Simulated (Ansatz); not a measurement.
Ansatz (an electronic-structure program) input (B3LYP-D3(BJ)/def2-TZVP):

Ansatz 0.2 input:
```yaml
crystal:
  periodic: [false, false, false]
  atoms:
    - {symbol: C, position_ang: [0.82246380, 1.64876029, 0.07366518]}
    - {symbol: C, position_ang: [0.31200163, 0.61707888, -0.56077759]}
    - {symbol: C, position_ang: [-0.61396416, -0.38015354, -0.29324446]}
    - {symbol: C, position_ang: [-0.40829265, -1.65370693, 0.15044311]}
    - {symbol: H, position_ang: [1.55353294, 2.31303927, -0.40184842]}
    - {symbol: H, position_ang: [0.59490925, 1.96533268, 1.11731117]}
    - {symbol: H, position_ang: [-1.61227781, -0.17898955, -0.71043511]}
    - {symbol: H, position_ang: [0.54860990, -1.97179001, 0.54377059]}
    - {symbol: H, position_ang: [-1.16921632, -2.42342377, 0.07132965]}
basis:
  gaussian:
    orbitals: def2-TZVP
hamiltonian:
  xc: b3lyp
  dispersion: d3bj
total_charge: -1
relax: {f_tol: 0.002, max_steps: 150}
```

End of the output:

```
the calculation of the forces begins
reference -4228.91613243 eV, -155.4098014046 hartree; 15, 15 occupied and 139, 139 virtual orbitals, 940 factors
relax step   9: F+E_penalty+E_count = -4229.17604178 eV  Δ(F+E_penalty+E_count) = -5.423e-5 eV  max|allowed force component| = 1.351e-2 eV/Å  Δτ_max = 0.0043 Å  (34 SCF iters, accepted)
these checks for a lower state are left out or cut short: starts, cluster_reference, orbital_swaps, neighbouring_geometries, increment
integrals: 0.05 GiB planned
940 factors; their error is unknown
mean field: 0.58 GiB planned
mean field -4228.91586416 eV, -155.4097915458 hartree, gradient 1.4e-5 eV, S^2 0.000000; 0 other end points of the search recorded, 0 dependent functions left out
the calculation of the forces begins
reference -4228.91611158 eV, -155.4098006384 hartree; 15, 15 occupied and 139, 139 virtual orbitals, 940 factors
relax step  10: F+E_penalty+E_count = -4229.17606798 eV  Δ(F+E_penalty+E_count) = -2.621e-5 eV  max|allowed force component| = 5.102e-3 eV/Å  Δτ_max = 0.0047 Å  (33 SCF iters, accepted)
these checks for a lower state are left out or cut short: starts, cluster_reference, orbital_swaps, neighbouring_geometries, increment
integrals: 0.05 GiB planned
940 factors; their error is unknown
mean field: 0.58 GiB planned
mean field -4228.91584036 eV, -155.4097906710 hartree, gradient 1.4e-5 eV, S^2 0.000000; 0 other end points of the search recorded, 0 dependent functions left out
the calculation of the forces begins
reference -4228.91608778 eV, -155.4097997635 hartree; 15, 15 occupied and 139, 139 virtual orbitals, 940 factors
relax step  11: F+E_penalty+E_count = -4229.17606755 eV  Δ(F+E_penalty+E_count) = +4.321e-7 eV  max|allowed force component| = 4.436e-3 eV/Å  Δτ_max = 0.0019 Å  (34 SCF iters, rejected (line search))
these checks for a lower state are left out or cut short: starts, cluster_reference, orbital_swaps, neighbouring_geometries, increment
integrals: 0.05 GiB planned
940 factors; their error is unknown
mean field: 0.58 GiB planned
mean field evaluation 96: about -4228.9159 eV, gradient 1.4e-5 eV
mean field -4228.91585193 eV, -155.4097910963 hartree, gradient 1.4e-5 eV, S^2 0.000000; 0 other end points of the search recorded, 0 dependent functions left out
the calculation of the forces begins
reference -4228.91609935 eV, -155.4098001889 hartree; 15, 15 occupied and 139, 139 virtual orbitals, 940 factors
relax step  12: F+E_penalty+E_count = -4229.17607063 eV  Δ(F+E_penalty+E_count) = -2.645e-6 eV  max|allowed force component| = 5.819e-4 eV/Å  Δτ_max = 0.0009 Å  (34 SCF iters, accepted)
integrals: 0.05 GiB planned
940 factors; their error is unknown
mean field: 0.58 GiB planned
mean field -4228.91585193 eV, -155.4097910963 hartree, gradient 1.4e-5 eV, S^2 0.000000; 1 other end points of the search recorded, 0 dependent functions left out
the calculation of the forces begins
reference -4228.91609935 eV, -155.4098001889 hartree; 15, 15 occupied and 139, 139 virtual orbitals, 940 factors
Total energy: -4229.17631805 eV, -155.4193630497 hartree
Atom 0 at     0.814203     1.596239     0.058994 Å, force    -0.000357     0.000582     0.000188 eV/Å
Atom 1 at     0.315275     0.652666    -0.739741 Å, force     0.000160     0.000300    -0.000126 eV/Å
Atom 2 at    -0.594085    -0.368280    -0.395445 Å, force     0.000028    -0.000227     0.000293 eV/Å
Atom 3 at    -0.388726    -1.587191     0.189451 Å, force    -0.000082     0.000089    -0.000161 eV/Å
Atom 4 at     1.539341     2.339297    -0.286316 Å, force    -0.000099    -0.000464     0.000188 eV/Å
Atom 5 at     0.546737     1.700113     1.126369 Å, force     0.000215    -0.000366    -0.000470 eV/Å
Atom 6 at    -1.618043    -0.181913    -0.740670 Å, force     0.000057    -0.000152    -0.000018 eV/Å
Atom 7 at     0.597223    -1.892814     0.523362 Å, force    -0.000050    -0.000084     0.000075 eV/Å
Atom 8 at    -1.184159    -2.321970     0.254210 Å, force     0.000130     0.000322     0.000032 eV/Å
Dipole moment:    -0.225229    -0.122026     0.234291 e Å
```

It need not be the lowest isomer of its formula. Whether it binds its extra electron was not tested at this geometry.
